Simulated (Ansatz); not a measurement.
Two isomers of C2H5NO2: A = `COC(=N)O`, B = `NC=C(O)O`.

Gas-phase electronic energies from Ansatz, PBE0-D4/def2-TZVP geometries. CCSD(T)/CBS adds triple-zeta CCSD(T) − MP2 to the extrapolated MP2 energy (def2 sets, frozen cores). DFT in def2-TZVPP. B3LYP here is the variant with VWN-RPA as its local correlation; programs differ in this. One conformer a species, not always the lowest.

Question: Which isomer does CCSD(T)/CBS put lower? Give the gap. (Estimate.)

Answer: Computed: A, by 6.9 kcal/mol.

Question: Give E(B) − E(A) in kcal/mol with PBE0-D4, CCSD(T)/def2-TZVPP, CCSD/def2-TZVPP, MP2/def2-TZVPP, B2PLYP, B3LYP-D4, CCSD(T)/def2-SVP. (Best estimate.)

Answer: Computed: PBE0-D4 6.1, CCSD(T)/def2-TZVPP 8.1, CCSD/def2-TZVPP 8.1, MP2/def2-TZVPP 7.4, B2PLYP 8.2, B3LYP-D4 7.7, CCSD(T)/def2-SVP 8.9. None reverses the order clearly.

Question: Does the order hold for the free energy at 298.15 K (harmonic terms from PBE0-D4)? (Best estimate.)

Answer: The calculation gave: Yes: G(B) − G(A) = +7.1 kcal/mol, for one conformer each.

Largest T1 diagnostic: 0.013.

Leaving LDA and LC-ωPBE aside and taking each functional with its dispersion term where it has one, the values, not all of them listed here, spread over 2.5 kcal/mol, from HSE06-D4 to B97M-V. LDA lies −2.9 kcal/mol from PBE without D4. At CCSD(T), def2-SVP lies +2.0 kcal/mol from the extrapolated value and def2-TZVPP +1.2 kcal/mol.
